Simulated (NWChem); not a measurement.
System: C₂H₃, doublet; SMILES [CH]=C

```xyz
5

C     -0.1100    -0.7131     0.0000
C     -0.0099     0.5942     0.0000
H      0.5523    -1.5792     0.0000
H      0.9679     1.1023     0.0000
H     -0.8937     1.2447     0.0000
```
Atoms are numbered in this order, from 1.

Level: PBE0/def2-SVP, spin-unrestricted (NWChem), optimised geometry, unscaled harmonic frequencies. In the optimisation the excess spin sits in a' (Cs, its own frame).

```json
[
 {"frequency (cm⁻¹)": "701", "IR intensity (km/mol)": "23.7"},
 {"frequency (cm⁻¹)": "838", "IR intensity (km/mol)": "16.7"},
 {"frequency (cm⁻¹)": "916", "IR intensity (km/mol)": "73.6"},
 {"frequency (cm⁻¹)": "1031", "IR intensity (km/mol)": "9.8"},
 {"frequency (cm⁻¹)": "1360", "IR intensity (km/mol)": "9.8"},
 {"frequency (cm⁻¹)": "1681", "IR intensity (km/mol)": "1.9"},
 {"frequency (cm⁻¹)": "3087", "IR intensity (km/mol)": "1.6"},
 {"frequency (cm⁻¹)": "3191", "IR intensity (km/mol)": "1.1"},
 {"frequency (cm⁻¹)": "3278", "IR intensity (km/mol)": "1.9"}
]
```

```
Item                                                                                                 Result
-----------------------------------------------------------------------------------------  ----------------
zero-point energy                                                                             23.0 kcal/mol
thermal correction to the enthalpy at 298.15 K (with zero-point energy)                       25.5 kcal/mol
heat capacity Cv                                                                            8.4 cal/(mol K)
entropy at 298.15 K and 1 atm (symmetry number 1, electronic part: spin degeneracy alone)  55.9 cal/(mol K)
dipole moment                                                                                        0.67 D
```

Rigid rotor and harmonic oscillator.
